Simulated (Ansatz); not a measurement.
C₃H₄FNS (`CC(=S)C(=N)F`), relaxed with RKS PBE0-D4/def2-TZVP in Ansatz from a PBE-D4/def2-SVP geometry. The force threshold is 0.005 eV/Å; the program also tests the step.

The species carries charge 0 and has multiplicity 1.

Start:

```xyz
10

C    -1.328   -0.134    0.366
C    -0.127   -0.684   -0.344
S    -0.105   -2.112   -1.153
C     1.097    0.172   -0.272
N     1.118    1.269    0.372
F     2.165   -0.310   -0.937
H    -2.180   -0.831    0.283
H    -1.601    0.856   -0.055
H    -1.088    0.061    1.432
H     2.049    1.715    0.309
```

```json
{"step": "1", "energy (eV)": "-18209.1061", "largest force (eV/Å)": "1.087", "largest move (Å)": "0.000"}
{"step": "2", "energy (eV)": "-18209.1569", "largest force (eV/Å)": "0.425", "largest move (Å)": "0.023"}
{"step": "3", "energy (eV)": "-18209.1634", "largest force (eV/Å)": "0.057", "largest move (Å)": "0.011"}
{"step": "4", "energy (eV)": "-18209.1635", "largest force (eV/Å)": "0.021", "largest move (Å)": "0.003"}
{"step": "5", "energy (eV)": "-18209.1636", "largest force (eV/Å)": "0.022", "largest move (Å)": "0.004"}
{"step": "6", "energy (eV)": "-18209.1636", "largest force (eV/Å)": "0.007", "largest move (Å)": "0.009"}
{"step": "7", "energy (eV)": "-18209.1636", "largest force (eV/Å)": "0.007", "largest move (Å)": "0.005"}
{"step": "8", "energy (eV)": "-18209.1636", "largest force (eV/Å)": "0.008", "largest move (Å)": "0.004"}
{"step": "9", "energy (eV)": "-18209.1636", "largest force (eV/Å)": "0.003", "largest move (Å)": "0.002"}
```

End:

```xyz
10

C    -1.316   -0.133    0.366
C    -0.127   -0.681   -0.343
S    -0.112   -2.084   -1.143
C     1.088    0.170   -0.268
N     1.104    1.264    0.344
F     2.155   -0.317   -0.901
H    -2.161   -0.809    0.266
H    -1.569    0.853   -0.034
H    -1.081    0.027    1.422
H     2.018    1.710    0.290
```

Hardware: 4 threads of an AMD EPYC 7B13 on a shared host. Wall time 29 s, peak host memory 0.65 GiB.
